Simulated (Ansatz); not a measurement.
# BHS: the cost of one run

Method: PBE0-D4/def2-TZVP structures, single points in def2-TZVPP, no counterpoise correction; program: Ansatz 0.2.0, Gaussian basis.

Levels: SPW92, PBE-D4, BLYP-D4, r2SCAN-D4, B97M-V, PBE0-D4, B3LYP-D4, r2SCAN0-D4, BHLYP-D4, CAM-B3LYP-D4, wB97X-V, wB97M-V, B2PLYP, PBE-QIDH, RPA on PBE, Hartree-Fock, MP2, CCSD, CCSD(T).

Correlated methods freeze the cores. B3LYP uses VWN-RPA correlation. B2PLYP carries no dispersion term here.

56 further runs of the same task are left out: 56 set aside as unsound or not needed.

## Step 1: Starting geometry

The complex: 7 atoms, charge 0, spin multiplicity 1.

Atoms are counted from 1 here; the program's logs count them from 0.

Bond lengths: B1–N2 1.623 Å, B1–S3 1.683 Å, B1–H5 1.200 Å, N2–H4 1.021 Å, N2–H6 1.019 Å, N2–H7 1.019 Å. Angles: N2–B1–S3 115.6°, N2–B1–H5 109.1°, S3–B1–H5 135.3°, B1–N2–H4 105.2°, B1–N2–H6 112.4°, B1–N2–H7 112.4°, H4–N2–H6 109.6°, H4–N2–H7 109.6°, H6–N2–H7 107.6°.

Geometry (Å):

```
B    -0.7420   -0.0810   -0.5363
N     0.5491    0.1744    0.4133
S    -1.0232   -1.6841   -0.9647
H     0.9550   -0.7495    0.5669
H    -1.2758    0.9689   -0.7634
H     1.2398    0.7819   -0.0246
H     0.2970    0.5893    1.3088
```

Its parts: BHS holds atoms 1, 3, 5; NH₃ holds atoms 2, 4, 6, 7. Each part counts its atoms afresh in its own runs.

## Step 2: Relaxing BHS alone

File relax-a/in.yaml:

```yaml
crystal:
  periodic: [false, false, false]
  atoms:
    - {symbol: B, position_ang: [-0.742006, -0.081035, -0.536329]}
    - {symbol: S, position_ang: [-1.023169, -1.684070, -0.964688]}
    - {symbol: H, position_ang: [-1.275782, 0.968899, -0.763406]}
basis:
  gaussian: {orbitals: def2-TZVP}
hamiltonian: {xc: pbe0, dispersion: d4}
relax: {f_tol: 0.005, max_steps: 200}
```

On the command line:

```bash
ansatz run in.yaml --threads 2 --pin off --events-out ev --progress --plain --max-ram 4352MiB
```

**Question.** How long does this run take on 2 threads of Arm Neoverse V2, shared host?

About 2.9 s.
